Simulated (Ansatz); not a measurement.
# BN+ (doublet): from Hartree-Fock to the top rungs, def2-QZVPP

The task here is to estimate one member of a computed series from the others.

Method: def2-QZVPP, core rule «outside noble gas», up to 2 orbitals frozen; program: Ansatz 0.2.0, Gaussian basis.

To be run: UHF; ROHF; CCSD(T) on UHF.

### The geometry

The geometry is a PBE0/def2-TZVP stationary point (not a proven minimum).

2 atoms, charge 1, spin multiplicity 2.

Atoms are counted from 1 here; the program's logs count them from 0.

Bond lengths: B1–N2 1.442 Å.

The first run:

Contents of in.yaml:

```yaml
crystal:
  periodic: [false, false, false]
  atoms:
    - {symbol: B, position_ang: [0.000000, 0.000000, 0.000000]}
    - {symbol: N, position_ang: [0.000000, 0.000000, 1.441900]}
basis:
  gaussian: {orbitals: "def2-QZVPP.json"}
total_charge: 1
magnetization: {spin_polarized: true, initial_magnetization: 1}
hamiltonian: {xc: hf}
output: {orbitals: {seedname: orbitals}}
```

Launch:

```sh
$ ansatz run in.yaml --threads 1 --pin off --events-out ev --progress --plain --max-ram 2393MiB
```

Steps of the session up to this table: UHF; ROHF; CCSD(T) on UHF.

One table of the session follows, with a row left open; its other results are not shown here.

| method | from UCCSD(T) (kJ/mol) |
| --- | --- |
| ROHF | +737.8 |
| UHF | ? |
| UMP2 | +84.2 |
| UCCSD | +22.7 |
| UCCSD(T) | 0 |

**Question.** Estimate the row for UHF.

**Answer.** from UCCSD(T) (kJ/mol): +514.7. In the column «from UCCSD(T) (kJ/mol)» it lies between UMP2 (+84.2) and ROHF (+737.8).

The program flags UCCSD(T) as in doubt (see the logs), so the zero of the table is itself unsure.

Caveats from the session: The determinant is far from a pure spin state, so its energy mixes those of several spin states (harmless only where they are near-degenerate, as at dissociation). The program flags UCCSD(T) as in doubt, so the zero of the table is itself unsure.
